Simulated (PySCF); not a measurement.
## Bond curve of AlCl⁺

Set-up: PySCF, no relativity, basis sets Al def2-SVP, Cl def2-SVP. Energies in eV from Al⁺ + Cl in their ground configurations at the same level. State: ²Σ⁺ (doublet), unpaired electrons σ ↑.

```tsv
R (Å)	MN15	PBE
1.757	-0.914	-0.861
1.839	-1.585	-1.593
1.920	-1.936	-2.003
1.982	-2.047	-2.156
2.043	-2.061	-2.212
2.104	-2.005	-2.195
2.186	-1.853	-2.089
2.288	-1.591	-1.876
2.411	-1.244	-1.564
2.574	-0.823	-1.142
```

Put a parabola through the three lowest points of the MN15 curve and estimate Re, k and ωe (reduced mass 15.23 u; 1 eV/Å² = 0.16022 mdyn/Å; ωe = 1302.8·√(k/μ) cm⁻¹).

Through R = 1.982, 2.043, 2.104 Å the second-order coefficient is 9.41 eV/Å², so Re ≈ 2.025 Å, k ≈ 3.01 mdyn/Å and ωe ≈ 580 cm⁻¹. A polynomial fit of higher order to the unrounded MN15 energies gives Re = 2.023 Å, k = 3.35 mdyn/Å, ωe = 611 cm⁻¹; anharmonicity and rounding make the difference.

The higher-order fit for each curve: MN15: Re = 2.023 Å, ωe = 611 cm⁻¹, De = 2.07 eV; PBE: Re = 2.056 Å, ωe = 571 cm⁻¹, De = 2.21 eV.

For an ion De counts to the pair picked by the measured ionisation energies or electron affinities, which need not be the lowest pair at this level. The state was picked by a PBE0 search and need not be the measured ground state.
